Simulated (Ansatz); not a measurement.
System: CN (charge -1, singlet). 
Structure (B3LYP-D3(BJ)/def2-TZVP (Ansatz, a first-principles code) minimum search):
```
C
N 1 1.1703
```
Charge -1, spin multiplicity 1.

Parts of the frozen-core correlation energy in 6-31G (Ansatz, hartree). Frozen orbitals: 2; correlated occupied orbitals by spin: 5 and 5; virtual: 11 and 11. No spin-orbit coupling. No relativistic terms.

```tsv
term	value
reference (HF)	-92.23941
MP2 opposite-spin	___
MP2 same-spin	___
CCSD correlation	-0.19741
(T)	___
FCI minus CCSD(T)	-0.00124
T1 diagnostic	0.014
largest doubles amplitude	0.100
```

Problem. What belongs in the gaps?

Solution. 
- MP2 opposite-spin, value: -0.14464
- MP2 same-spin, value: -0.05358
- (T), value: -0.00742
